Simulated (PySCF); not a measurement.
Structure problem from calculated spectra and properties.

Elements present: C, F, H and O. Monoisotopic mass: 92.0274 u.

- 13C NMR: chemical shifts (computed TMS as zero) by class: 81.7 (1 C), 56.4 (1 C), 52.2 (1 C) ppm [GIAO HF/pcSseg-2]
- Polarisability: 44.3 au [wB97X-D/def2-SVPD]
- Triplet: lowest triplet excitation (Tamm–Dancoff): 7.37 eV [TDA wB97X-D/def2-SVPD]
- Rotational structure: rotational constants A, B, C: 7.793, 2.427, 2.158 GHz [PBE0-D3(BJ)/def2-SVP]
- UV, strongest line: among the 10 lowest singlet transitions: S9 at 9.60 eV (129 nm, f = 0.046) [TDDFT wB97X-D/def2-SVPD]
- Valence photoelectron: vertical ionisation energy: 10.75 eV [ΔSCF wB97X-D/def2-SVPD]
- 1H NMR: chemical shifts (computed TMS as zero) by class: 5.03 (1 H), 3.42 (1 H), 3.32 (1 H), 2.71 (1 H), 1.37 (1 H) ppm [GIAO HF/pcSseg-2]

Electronic properties: PySCF, gas phase, density fitting. Levels stand in brackets. The structure is a single PBE0-D3(BJ)/def2-SVP conformer in the gas phase; no vibrational or solvent corrections. NMR values are class means; diastereotopic atoms form classes of their own.

Question: Which formula fits the mass and the elements?

Answer: C3H5FO2 (calculated 92.0274). No other formula that holds each of these elements comes within 0.0003 u with a fitting electron parity and a possible valence count.

Question: What is the compound? Reason from the data.

Answer: Numbering: `[OH:1][CH2:2][C@@H:3]1[O:4][C@@H:5]1[F:6]`. Its formula, C3H5FO2, gives 1 degree of unsaturation: 1 ring and 0 π bonds in the structure found. 3 carbons fall into 3 classes; from least to most shielded: sp3 C–F carbon [C5] (81.7 ppm), carbinol carbon (C–OH) [C2] (56.4 ppm), ring sp3 carbon bound to oxygen [C3] (52.2 ppm). Hydrogen classes from least to most shielded: 1 H on an sp3 C–F carbon, C5 (5.03 ppm), 1 H on a carbinol carbon (C–OH), C2 (3.42 ppm), 1 H on a carbinol carbon (C–OH), C2 (3.32 ppm), 1 H on an sp3 carbon bound to oxygen, C3 (2.71 ppm), 1 H on an alcohol oxygen, O1 (1.37 ppm). The first electron is taken from the HOMO, whose largest Löwdin shares are 0.55 on the alcohol oxygen, 0.13 on the carbinol carbon (C–OH), 0.10 on the sp3 carbon bound to oxygen and 0.08 on the epoxide oxygen. The optimised geometry has point group C1 and is an asymmetric top. Structure: `OC[C@@H]1O[C@@H]1F`. Computed isomers that give other values at the same levels: `C[C@@H](F)OC=O` (vertical ionisation energy: 11.32 eV); `C[C@H](F)C(=O)O` (rotational constant A: 5.188 GHz; this holds for the one conformer computed). The assignments are read from this structure; whether some other isomer fits the data as well wasn't checked. The mirror image fits equally.

The values belong to the conformer `[OH:1][CH2:2][C@@H:3]1[O:4][C@@H:5]1[F:6]`: O1–C2–C3–O4 -67°, H–O1–C2–C3 59°.
